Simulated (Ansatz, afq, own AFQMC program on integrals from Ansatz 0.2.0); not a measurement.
## BSiH₃, singlet → BSiH3, triplet

```yaml
atoms:
  - { symbol: Si, position_ang: [0.0091, 0.0000, 0.6016] }
  - { symbol: B, position_ang: [0.0825, 0.0000, -1.2150] }
  - { symbol: H, position_ang: [-0.6559, -0.9412, -0.6669] }
  - { symbol: H, position_ang: [-0.6559, 0.9412, -0.6669] }
  - { symbol: H, position_ang: [0.1724, 0.0000, -2.3958] }
```

Connectivity, by distances: Si–BH, 2 bridging H.

E(triplet, charge +0) − E(singlet, charge +0) at this geometry, on RHF and UHF determinants.

Basis cc-pVDZ. Only valence electrons are correlated. AFQMC by an in-house program on the Cholesky factors that Ansatz 0.2.0 writes for its CCSD(T) run. ph-AFQMC/CISD is guided by a CISD state made of CCSD amplitudes; releasing the constraint for a short imaginary time cuts its bias at the price of noise, slowly where states lie close. ± is one standard error of the sampling. The errors of all members are added in quadrature.

No full CI on the walks' own integrals is used here; CCSDT(Q) serves as the reference and is uncertain by about the last step of the cluster series. Each member takes its own surest rung, up to full CI.

The best estimate is CCSD(T) at the basis-set limit (CBS: def2-TZVPP and def2-QZVPP, with their diffuse functions for anions and beside diffuse sets, MP2 extrapolated, CCSD(T) minus MP2 from TZVPP) plus the step from CCSD(T) to CCSDT(Q) in cc-pVDZ. Rows without CBS are in cc-pVDZ, the functionals in def2-TZVP; B2PLYP and the wave-function rows carry a basis error of their own. Core correlation and relativity beyond core potentials are missing, and ± holds the sampling alone.

Cautions: BSiH₃ (singlet): the ph-AFQMC/HF walk drifts between its halves (2.5 errors); BSiH₃ (triplet): another spin lies lower, unrestricted determinant slightly spin contaminated (⟨S²⟩ 2.08 against 2.00); core correlation is missing, and it shifts such a gap most where an s electron is promoted.

Best estimate: 74.9 kcal/mol.

```tsv
level	vertical spin gap (kcal/mol)	error against the best estimate (kcal/mol)
HF	62.0	-12.9
MP2	76.9	2.0
CCSD	73.8	-1.1
CCSD(T)	74.6	-0.3
CCSDT	74.4	-0.5
CCSDT(Q)	74.5	-0.4
ph-AFQMC/CISD	75.1 ± 0.5	0.2 ± 0.5
released AFQMC	74.9 ± 0.5	0.0 ± 0.5
HF/CBS	59.5	-15.5
MP2/CBS	78.4	3.5
CCSD(T)/CBS	75.1	0.2
PBE	68.2	-6.7
r2SCAN	66.5	-8.4
PBE0	68.3	-6.6
B3LYP	71.0	-3.9
wB97M-V	77.4	2.5
B2PLYP	73.1	-1.8
```

Correlation beyond CCSD(T) takes off 0.2 kcal/mol. Going to the basis-set limit adds 0.4 kcal/mol at CCSD(T). The perturbative (T) step is worth +0.8 kcal/mol.

Best estimates are given only where the step beyond CCSD(T) is under 0.3 eV and no member's determinant is very poor (T1 over 0.05, or 0.07 for open shells, ⟨S²⟩ too high by 0.3, two states mixed), so the hardest cases are missing from such tables.

The functionals ran in a triple-zeta set and keep a basis error of their own, a few kJ/mol for each bond in atomization energies and more for double hybrids, so close places among them and the extrapolated levels can swap.

CCSDT and higher add their correlation energy to the determinant of the CCSD(T) run, since their own runs factorise the integrals more tightly (a shift of under 2 meV). Each member of a difference takes its own highest rung, so a best estimate needn't equal the limit plus the step of one row. A walk keeps the symmetry of its determinant, which the program's search chose and which needn't be the lowest solution, so a lower state of the same spin and another symmetry isn't excluded. Released energies are given only where the last usable release times agree within the noise; a slower fall can still hide under it.
